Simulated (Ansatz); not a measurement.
CH2AlN can be A, `N#[C][AlH2]`, or B, `[CH]1=[N][AlH]1`.

Isolated molecules relaxed with PBE0-D4/def2-TZVP in Ansatz; ΔE leaves out vibrations. CCSD(T)/CBS adds triple-zeta CCSD(T) − MP2 to the extrapolated MP2 energy (def2 sets, frozen cores). This one scheme is used for every species. DFT in def2-TZVPP.

A:

```xyz
5

N    -1.816   -1.428    0.533
C    -0.932   -0.733    0.273
Al    0.552    0.434   -0.162
H     1.908   -0.255   -0.559
H     0.288    1.982   -0.085
```

B:

```xyz
5

C    -0.924    0.119   -0.103
N    -0.472   -0.747    0.739
Al    0.911    0.104   -0.116
H    -1.983    0.336   -0.298
H     2.468    0.187   -0.222
```

Problem. Which isomer does CCSD(T)/CBS put lower? Give the gap. (Estimate.)

Solution. Computed: A, by 38.4 kcal/mol.

Problem. Give E(B) − E(A) in kcal/mol with ωB97M-V, BLYP-D4, r2SCAN-D4, HF/def2-TZVPP, CCSD(T)/def2-TZVPP, MP2/def2-TZVPP, B2PLYP. (An estimate is asked.)

Solution. The calculation gave: ωB97M-V 36.8, BLYP-D4 36.9, r2SCAN-D4 33.2, HF/def2-TZVPP 47.5, CCSD(T)/def2-TZVPP 40.2, MP2/def2-TZVPP 41.4, B2PLYP 39.5. None reverses the order clearly.

Problem. Does the order hold for the free energy at 298.15 K (harmonic terms from PBE0-D4)? (An estimate is asked.)

Solution. Computed: Yes: G(B) − G(A) = +40.7 kcal/mol.

Largest T1 diagnostic: 0.019.

In def2-TZVPP, CCSD(T) changes the Hartree–Fock value by −7.3 kcal/mol (the triples alone add −1.4 kcal/mol) and MP2 by −6.1 kcal/mol. At CCSD(T), def2-SVP lies +3.8 kcal/mol from the extrapolated value and def2-TZVPP +1.8 kcal/mol.
